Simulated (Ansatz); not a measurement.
# CH2Si+ (doublet): the correlation ladder, 6-31G

How much of the correlation energy of CH2Si+ (doublet) does each wave-function method recover here?

Program: Ansatz 0.2.0, Gaussian basis. Level of theory: 6-31G, core rule «outside noble gas», up to 6 orbitals frozen. These are calculated values, not measurements.

The runs, in order: UHF; CCSD(T) on ROHF; CCSD(T) on UHF; BCCD(T) on ROHF; CISD; CCSDT(Q) on ROHF; CCSDT(Q) on UHF; CISDTQ; CCSDTQ on ROHF; CCSDTQ on UHF; CASSCF and MRCISD+Q, 9 electrons in 10 orbitals; CASSCF and MRCISD+Q(relaxed), 9 electrons in 10 orbitals; CASSCF and NEVPT2, 9 electrons in 10 orbitals; Full CI.

4 further runs of the same task are left out: 4 set aside as unsound or not needed.

**1. The geometry**

The geometry is a PBE0/def2-TZVP stationary point (not a proven minimum) of the parent state, kept for this charge and spin.

4 atoms, charge 1, spin multiplicity 2.

Atoms are counted from 1 here; the program's logs count them from 0.

Bond lengths: Si1–C2 1.702 Å, C2–H3 1.090 Å, C2–H4 1.090 Å. Angles: Si1–C2–H3 123.5°, Si1–C2–H4 123.5°, H3–C2–H4 113.0°.

**2. UHF**

File in.yaml:

```yaml
crystal:
  periodic: [false, false, false]
  atoms:
    - {symbol: Si, position_ang: [0.000000, 0.000000, 0.595671]}
    - {symbol: C, position_ang: [0.000000, 0.000000, -1.106259]}
    - {symbol: H, position_ang: [0.000000, -0.909276, -1.707827]}
    - {symbol: H, position_ang: [0.000000, 0.909276, -1.707827]}
basis:
  gaussian: {orbitals: 6-31G}
total_charge: 1
magnetization: {spin_polarized: true, initial_magnetization: 1}
hamiltonian: {xc: hf}
output: {orbitals: {seedname: orbitals}}
```

Started as:

```console
$ ansatz run in.yaml --threads 1 --pin off --events-out ev --progress --plain --max-ram 2560MiB --backend cpu
```

After this run come: CCSD(T) on ROHF; CCSD(T) on UHF; BCCD(T) on ROHF; CISD; CCSDT(Q) on ROHF; CCSDT(Q) on UHF; CISDTQ; CCSDTQ on ROHF; CCSDTQ on UHF; CASSCF and MRCISD+Q, 9 electrons in 10 orbitals; CASSCF and MRCISD+Q(relaxed), 9 electrons in 10 orbitals; CASSCF and NEVPT2, 9 electrons in 10 orbitals; Full CI.

**Question.** What will the summary of the whole plan be? Wanted: FCI below the RHF energy; RMP2 from FCI; UMP2 from FCI; RCCSD from FCI; RCCSD(T) from FCI; UCCSD(T) from FCI; RCCSDT(Q) from FCI; UCCSDT(Q) from FCI; NEVPT2 valence from FCI.

As calculated:

| quantity | value |
| --- | --- |
| FCI below the RHF energy | -3.6128 eV |
| RMP2 from FCI | +77.3 kJ/mol |
| UMP2 from FCI | +76.4 kJ/mol |
| RCCSD from FCI | +8.5 kJ/mol |
| RCCSD(T) from FCI | +2.0 kJ/mol |
| UCCSD(T) from FCI | +1.9 kJ/mol |
| RCCSDT(Q) from FCI | +0.1 kJ/mol |
| UCCSDT(Q) from FCI | +0.1 kJ/mol |
| NEVPT2 valence from FCI | +24.7 kJ/mol |
| MRCISD+Q valence from FCI | +1.6 kJ/mol |
| MRCISD+Q(relaxed) valence from FCI | -0.3 kJ/mol |
| levels within 1 kcal/mol (43 meV) | RCCSD(T), UCCSD(T), BCCD(T), RCCSDT, UCCSDT, CISDTQ, RCCSDT(Q), UCCSDT(Q), RCCSDTQ, UCCSDTQ, MRCISD valence, MRCISD+Q valence, MRCISD+Q(relaxed) valence |
| T1 diagnostic | 0.015 |
| effectively unpaired electrons | 1.06 |

RCCSD(T) lands +2.0 kJ/mol from the yardstick (0.6 % of the correlation energy). MRCISD+Q(relaxed) valence falls below full CI: the +Q correction isn't variational, and the cores differ from full CI's. One determinant dominates. Of the multireference levels listed MRCISD+Q(relaxed) valence comes nearest in total energy (-0.3 kJ/mol), which doesn't show that its space is the better one. These misses are within one basis, not against nature; the frozen cores of restricted and unrestricted runs differ, which can shift their rows.
